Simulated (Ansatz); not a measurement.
# A ladder of methods for CH3B (SMILES B[CH])

The species is CH3B (5 atoms), meant as a triplet with charge 0. SMILES: `B[CH]`. The shape is that of a GFN2-xTB optimisation.

| atom | x (Å) | y (Å) | z (Å) |
| --- | --- | --- | --- |
| B | -0.3524 | -0.4014 | -0.0714 |
| C | 0.5075 | 0.7795 | -0.1420 |
| H | -0.3085 | -1.1182 | 0.8668 |
| H | -1.1046 | -0.6727 | -0.9314 |
| H | 1.2581 | 1.4128 | 0.2779 |

Quantity: the energy change with the B1–C2 bond stretched from 1.463 to 1.828 Å, in eV. The values are calculated.

```json
{"level": "UHF/STO-3G", "kind": "Hartree–Fock", "program": "Ansatz", "value (eV)": "1.23", "less FCI/STO-3G": "+0.17", "CPU time (all runs)": "0.12 s"}
{"level": "USVWN5/STO-3G", "kind": "LDA", "program": "Ansatz", "value (eV)": "1.38", "less FCI/STO-3G": "+0.32", "CPU time (all runs)": "1.3 s"}
{"level": "UPBE/STO-3G", "kind": "GGA", "program": "Ansatz", "value (eV)": "1.23", "less FCI/STO-3G": "+0.17", "CPU time (all runs)": "2.2 s"}
{"level": "U-r2SCAN/STO-3G", "kind": "meta-GGA", "program": "Ansatz", "value (eV)": "1.29", "less FCI/STO-3G": "+0.23", "CPU time (all runs)": "5.1 s"}
{"level": "U-r2SCAN0/STO-3G", "kind": "hybrid meta-GGA", "program": "Ansatz", "value (eV)": "1.36", "less FCI/STO-3G": "+0.30", "CPU time (all runs)": "5.7 s"}
{"level": "UMP2/STO-3G", "kind": "perturbation theory", "program": "Ansatz", "value (eV)": "1.19", "less FCI/STO-3G": "+0.13", "CPU time (all runs)": "0.14 s"}
{"level": "UBCCD(T)/STO-3G", "kind": "coupled cluster or CI", "program": "Ansatz", "value (eV)": "1.07", "less FCI/STO-3G": "+0.01", "CPU time (all runs)": "0.37 s"}
{"level": "UCCSD/STO-3G", "kind": "coupled cluster or CI", "program": "Ansatz", "value (eV)": "1.08", "less FCI/STO-3G": "+0.02", "CPU time (all runs)": "0.26 s"}
{"level": "FCI/STO-3G", "kind": "exact in the basis", "program": "Ansatz", "value (eV)": "1.06", "less FCI/STO-3G": "0.00", "CPU time (all runs)": "2 s"}
```

FCI/STO-3G is exact within its basis and frozen core, so for wave-function methods in that basis the difference is their error; functionals converge differently with the basis, so for them it is only a difference. The first shape isn't each level's own minimum. The values span 1.06 to 1.38 eV. All rows use very small basis sets, so even the best lies far from the true value. Times are those of the runs behind each value, whatever else they computed, on shared processors of several kinds: orders of magnitude only.
